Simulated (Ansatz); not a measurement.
# 1T (CdI2-type) CdI2

The numbers are results of PBEsol in Ansatz (PAW), not measurements.

Numerical settings: plane-wave cutoff 500 eV, 12×12×6 k mesh (along the axes of the cell as run), gaussian smearing 0.02 eV, scalar-relativistic PAW data made under PBE.

Cell (relaxed at this level):

```cif
data_CdI2
_chemical_formula_sum 'Cd1 I2'
_space_group_name_H-M_alt 'P 1'
_space_group_IT_number 1
_cell_length_a 4.22082
_cell_length_b 4.22082
_cell_length_c 6.97840
_cell_angle_alpha 90.000
_cell_angle_beta 90.000
_cell_angle_gamma 120.000
loop_
_space_group_symop_operation_xyz
  'x, y, z'
loop_
_atom_site_label
_atom_site_type_symbol
_atom_site_fract_x
_atom_site_fract_y
_atom_site_fract_z
_atom_site_occupancy
Cd1 Cd 0.00000 0.00000 0.00000 1
I1 I 0.33333 0.66667 0.24417 1
I2 I 0.66667 0.33333 0.75583 1
```

```
Quantity                        Value
--------  ---------------------------
band gap  2.32 eV (on the SCF k mesh)
```

Note: the cell comes from a level without a dispersion term, which matters for the spacing of layers, chains or molecules; the cell has widely spaced layers and the level no dispersion term, so their spacing and the moduli can rest on weak binding.

Spin–orbit coupling is not included; with these elements it can move the gap by several tenths of an eV or more.

The computed numbers hold no vibrational or temperature effects.

Cost on a shared machine: roughly 4 core-minutes.

Ansatz is a first-principles code.
